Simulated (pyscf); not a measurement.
H₃C–SnH₃ + water (H₂O) → H₃C–SnH₂–OH + hydrogen (H₂) (four-centre exchange; singlet surface; H–Sn, H–O broken, O–Sn, H–H formed). Optimised with ωB97X-D3(BJ)/def2-SVP in PySCF. Energies in eV from the separated reactants.

| level | barrier | reaction energy |
|---|---|---|
| ωB97X-D3(BJ)/def2-TZVP | ? | -0.07 |
| PBE/def2-TZVP | 1.22 | -0.04 |
| r²SCAN/def2-TZVP | 1.27 | -0.09 |
| B3LYP-D3(BJ)/def2-TZVP | ? | ? |
| M06-2X/def2-TZVP | 1.32 | -0.24 |
| ωB97M-D3(BJ)/def2-TZVP | 1.48 | +0.01 |

Q: What belongs in the gaps?

A: 
- ωB97X-D3(BJ)/def2-TZVP, barrier: 1.42
- B3LYP-D3(BJ)/def2-TZVP, barrier: 1.38
- B3LYP-D3(BJ)/def2-TZVP, reaction energy: -0.07

The functionals in the table span 0.26 eV in this barrier, from PBE to ωB97M-D3(BJ). At the saddle there is also a short H–Sn contact that neither side keeps. This is the saddle that the search found; another between the same sides may lie lower. Elements past Kr carry the def2 core potentials, without spin-orbit coupling.
